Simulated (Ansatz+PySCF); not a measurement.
Values are calculated unless marked as measured or tabulated.
## PySCF 2.14.0 run

```python
from pyscf import gto, scf, cc

mol = gto.M(atom="""
Li 0.000000 0.000000 0.000000
C 0.967920 1.290550 2.794130
""", basis='6-31g', charge=1, spin=0)
mf = scf.RHF(mol)
mf.kernel()
mycc = cc.CCSD(mf, frozen=1).run()
et = mycc.ccsd_t()
print(mf.e_tot, mycc.e_corr, et, mycc.e_tot + et)
```

The script is written out from the run's settings.

Results

```json
{"Converged": "yes", "Reference energy": "-44.84816 hartree", "CCSD correlation energy": "-0.06503 hartree", "Triples correction": "-0.00122 hartree", "Total energy": "-44.91442 hartree", "Spin squared of the determinant": "0.000"}
```

Caution: an unrestricted determinant lies well below.
